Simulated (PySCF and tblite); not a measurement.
Results of a calculation; reference values are marked as such.
## Dynamics report: rotation

System: C₅H₁₀O, numbered as in [CH2:1]=[CH:2][CH2:3][CH2:4][CH2:5][OH:6].

Motion: rotation about the C4–C5 bond (torsion C3–C4–C5–O6 from 62° to 177°, rising). Level: PBE0/pcSseg-1 + D3(BJ) on GFN2-xTB stationary points, with GFN2-xTB thermal terms. Rate constants are transition-state-theory values, counting equivalent paths, without tunnelling. Programs: tblite and PySCF.

```
 point  symmetry  E(GFN2) kcal/mol  E(DFT) kcal/mol  ZPE change kcal/mol  lowest mode cm⁻¹  dipole D
 start        C1               0.0              0.0                 0.00                60      1.55
saddle        C1               2.5              4.1                -0.06              110i      1.64
   end        C1               0.2              0.7                -0.06                61      1.58
```

```json
{
 "Electronic barrier": "4.1 kcal/mol",
 "Barrier with zero-point energy": "4.0 kcal/mol",
 "ΔH‡ (298 K)": "3.6 kcal/mol",
 "ΔS‡ (298 K, symmetry apart)": "-3.0 cal/(mol K)",
 "Paths": "1 equivalent path",
 "End point": "a different minimum",
 "Mean lifetime of the start against this motion at 298 K": "300 ps",
 "Cost": "93 s on 1 thread of Arm Neoverse N1, on a host shared with other jobs (rough), peak memory 0.74 GiB, launched as `OMP_NUM_THREADS=1 python ens_run.py task.json out`"
}
```

```json
{"T/K": "150", "ΔG‡ kcal/mol": "4.2", "k s⁻¹": "2.8×10⁶", "ΔG kcal/mol": "0.6", "k back s⁻¹": "2×10⁷"}
{"T/K": "200", "ΔG‡ kcal/mol": "4.2", "k s⁻¹": "9.6×10⁷", "ΔG kcal/mol": "0.6", "k back s⁻¹": "4×10⁸"}
{"T/K": "250", "ΔG‡ kcal/mol": "4.3", "k s⁻¹": "8.2×10⁸", "ΔG kcal/mol": "0.6", "k back s⁻¹": "2.5×10⁹"}
{"T/K": "298", "ΔG‡ kcal/mol": "4.5", "k s⁻¹": "3.3×10⁹", "ΔG kcal/mol": "0.5", "k back s⁻¹": "8.1×10⁹"}
{"T/K": "350", "ΔG‡ kcal/mol": "4.6", "k s⁻¹": "9.7×10⁹", "ΔG kcal/mol": "0.5", "k back s⁻¹": "2×10¹⁰"}
{"T/K": "400", "ΔG‡ kcal/mol": "4.8", "k s⁻¹": "2.1×10¹⁰", "ΔG kcal/mol": "0.5", "k back s⁻¹": "3.9×10¹⁰"}
{"T/K": "500", "ΔG‡ kcal/mol": "5.1", "k s⁻¹": "6.4×10¹⁰", "ΔG kcal/mol": "0.4", "k back s⁻¹": "9.9×10¹⁰"}
```

ΔG and ΔG‡ leave out symmetry numbers and mirror images; rates count paths: 1 out, 1 back.
